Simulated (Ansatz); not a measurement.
# C2HF (SMILES C#CF): functionals against CCSD(T) at one geometry

The task here is to estimate one member of a computed series from the others.

Method: single points in def2-TZVPP; program: Ansatz 0.2.0, Gaussian basis.

Cores are frozen in the correlated methods.

**The starting structure**

SMILES `C#CF`, 4 atoms, charge 0, spin multiplicity 1.

Atoms are counted from 1 here; the program's logs count them from 0.

Bond lengths: C1–C2 1.173 Å, C1–H4 1.072 Å, C2–F3 1.301 Å. Angles: C2–C1–H4 176.5°, C1–C2–F3 176.4°.

Geometry (Å):

```xyz
4
C2HF
C    -0.3408    0.4307   -0.3067
C     0.3112   -0.3662    0.2549
F     1.0415   -1.2898    0.8077
H    -0.9299    1.1979   -0.7681
```

Set-up of the first run:

Input file run/in.yaml:

```yaml
crystal:
  periodic: [false, false, false]
  atoms:
    - {symbol: C, position_ang: [-0.340800, 0.430700, -0.306700]}
    - {symbol: C, position_ang: [0.311200, -0.366200, 0.254900]}
    - {symbol: F, position_ang: [1.041500, -1.289800, 0.807700]}
    - {symbol: H, position_ang: [-0.929900, 1.197900, -0.768100]}
basis:
  gaussian: {orbitals: def2-TZVPP}
correlation: {method: ccsd_t}
output: {forces: true}
```

The command line of these runs was not kept.

Steps of the session up to this table: CCSD(T)/def2-TZVPP; PBE0-D4/def2-TZVPP; wB97M-V/def2-TZVPP; r2SCAN-D4/def2-TZVPP; PBE-D4/def2-TZVPP; LC-wPBE/def2-TZVPP; BLYP-D4/def2-TZVPP.

One table of the session follows, with a row left open; its other results are not shown here.

| method | RMS force component (eV/Å) | angle to CCSD(T) forces (°) | dipole (D) |
| --- | --- | --- | --- |
| CCSD(T) | 1.706 | reference | 0.81 |
| PBE0-D4 | 1.430 | 11.5 | 0.75 |
| wB97M-V | 1.239 | 7.5 | 0.76 |
| r2SCAN-D4 | 1.499 | 7.1 | 0.65 |
| PBE-D4 | 1.686 | 2.9 | 0.59 |
| LC-wPBE | ? | ? | ? |
| BLYP-D4 | 1.534 | 5.1 | 0.63 |

Q: Estimate the row for LC-wPBE from the others.

As computed: RMS force component (eV/Å): 1.125; angle to CCSD(T) forces (°): 13.9; dipole (D): 0.81. In the column «RMS force component (eV/Å)» it is the lowest.
